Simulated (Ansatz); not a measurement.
1T (CdI2-type) ZrSe₂ was calculated with HSE06-D3(BJ) in Ansatz (plane waves, PAW).

The cell is the one relaxed with PBE-D3(BJ): a = 3.735 Å, b = 3.735 Å, c = 6.031 Å, α = 90.00°, β = 90.00°, γ = 120.00°.

Question: What does this level give for the interlayer binding energy?

Answer: 
* **interlayer binding energy**: 40.7 meV/Å²

Note: exact exchange on metals is sensitive to the k mesh and can open a false gap.

Computed values are for the static lattice.

Ansatz is a first-principles code.
